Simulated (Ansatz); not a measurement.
# C3H6N: the cost of one run

Method: UKS PBE0-D4/def2-SVP, in Ansatz 0.2.0.

## 1. Starting point

Bond lengths: C1–C2 1.194 Å, C2–N3 1.398 Å, N3–C4 1.486 Å, C1–H5 1.053 Å, N3–H6 1.032 Å, N3–H7 1.032 Å, C4–H8 1.089 Å, C4–H9 1.089 Å, C4–H10 1.088 Å. Angles: C1–C2–N3 177.9°, C2–C1–H5 178.9°, C2–N3–C4 112.3°, C2–N3–H6 108.6°, C2–N3–H7 108.6°, C4–N3–H6 109.7°, C4–N3–H7 109.6°, H6–N3–H7 107.9°, N3–C4–H8 109.8°, N3–C4–H9 109.8°, N3–C4–H10 110.0°, H8–C4–H9 108.6°, H8–C4–H10 109.3°, H9–C4–H10 109.3°.

Structure file:

```xyz
10

C    -1.4250    0.8849   -1.4564
C    -0.4492    0.5965   -0.8324
N     0.6651    0.2297   -0.0723
C     0.3265   -0.7591    0.9844
H    -2.2747    1.1528   -2.0186
H     1.0625    1.0784    0.3604
H     1.3787   -0.1677   -0.7035
H    -0.0842   -1.6591    0.5292
H    -0.4185   -0.3387    1.6580
H     1.2187   -1.0176    1.5513
```

## 2. End point A

Input file input.yaml:

```yaml
crystal:
  periodic: [false, false, false]
  atoms:
    - { symbol: C, position_ang: [-1.42496, 0.88487, -1.45644] }
    - { symbol: C, position_ang: [-0.44923, 0.59649, -0.83239] }
    - { symbol: "N", position_ang: [0.66509, 0.22968, -0.07234] }
    - { symbol: C, position_ang: [0.32654, -0.75915, 0.98436] }
    - { symbol: H, position_ang: [-2.27469, 1.15279, -2.01858] }
    - { symbol: H, position_ang: [1.06254, 1.07838, 0.36038] }
    - { symbol: H, position_ang: [1.37868, -0.16772, -0.70351] }
    - { symbol: H, position_ang: [-0.08417, -1.65908, 0.52919] }
    - { symbol: H, position_ang: [-0.41852, -0.33867, 1.65799] }
    - { symbol: H, position_ang: [1.21873, -1.0176, 1.55134] }
total_charge: 1
magnetization:
  spin_polarized: true
basis:
  gaussian: { orbitals: def2-SVP }
hamiltonian:
  xc: pbe0
  dispersion: d4
relax:
  f_tol: 0.02
  max_steps: 50
```

The run is started by

```console
ansatz run input.yaml --threads 2 --pin off --max-ram 3072MiB --backend cpu --events-out ev --progress --plain --runs-dir out
```

What time and memory should one allow on 2 threads of Arm Neoverse V1, shared host?

About 14 s, with a peak of 0.2 GiB.
